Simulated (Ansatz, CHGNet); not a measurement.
For 2H-SiC, the machine-learned potential CHGNet 0.3.0 (trained on PBE and PBE+U data) gives:

| Quantity | Value |
|---|---|
| equilibrium lattice constant a | 3.093 Å |
| c axis length | 5.075 Å |

Question: What does HSE06 (Ansatz, a first-principles code, PAW) give for the same quantities?

Answer: 
- lattice constant a: 3.071 Å (decreases by 0.7 %)
- lattice parameter c: 5.036 Å (falls by 0.8 %)

For comparison: lattice constant a 3.076 Å (measured, room temperature, not corrected to a static lattice; as tabulated in Paulus et al. (1997), arXiv:cond-mat/9701136); lattice parameter c 5.048 Å (measured, room temperature, no zero-point or thermal correction; as tabulated in Paulus et al. (1997), arXiv:cond-mat/9701136).

Changes are worked out from the printed values.

Unless a cell is named, each level is at its own relaxed cell (CHGNet 0.3.0 10.51, HSE06 10.28 Å³/atom).

Ansatz's density-functional and Hartree–Fock values are scalar-relativistic unless marked +SOC, with PAW data made under PBE.
